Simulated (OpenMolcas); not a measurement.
# Potential curves of LiNa⁺: spin–orbit levels

Computed with OpenMolcas 26.06: state-averaged CASSCF(1,8) over Na 3s 3p, Li 2s 2p, XMS-CASPT2 (IPEA 0.25, imaginary shift 0.2 hartree), scalar X2C, ANO-RCC-VTZP, then RASSI spin–orbit state interaction with atomic mean-field integrals. C2 symmetry about the axis (a holds Σ, Δ, Γ; b holds Π, Φ, H; Σ⁺ and Σ⁻ are not told apart); roots by multiplicity and irrep: 2a 3, 2b 2.

XMS-CASPT2 energies with spin–orbit state interaction in eV from the lowest point. Curves are followed by energy order within each symmetry, so they are adiabatic and may change character at avoided crossings.

```tsv
R (Å)	(1)Ω=1/2	(2)Ω=1/2	(3)Ω=1/2	(1)Ω=3/2	(4)Ω=1/2
2.901	0.109	3.074	3.130	3.075	4.279
3.069	0.041	2.924	2.996	2.996	4.072
3.221	0.009	2.756	2.941	2.941	3.912
3.373	0.000	2.601	2.898	2.898	3.771
3.542	0.009	2.444	2.862	2.862	3.635
3.710	0.033	2.302	2.835	2.835	3.515
```

Only roots inside an energy window near the equilibrium distance were included, so the list of states is not complete; labels number the states computed. Each spin and symmetry block has orbitals of its own, averaged over its own roots, so gaps between blocks are less sure than gaps within one and near the minimum can be off by tenths of an eV, in bad cases by more. No Rydberg orbitals are active, so Rydberg states, and σ→σ* states whose orbital the CASSCF left unused, can be missing between those listed. Points that failed a check (symmetry, reference weights, a jump) are left out.
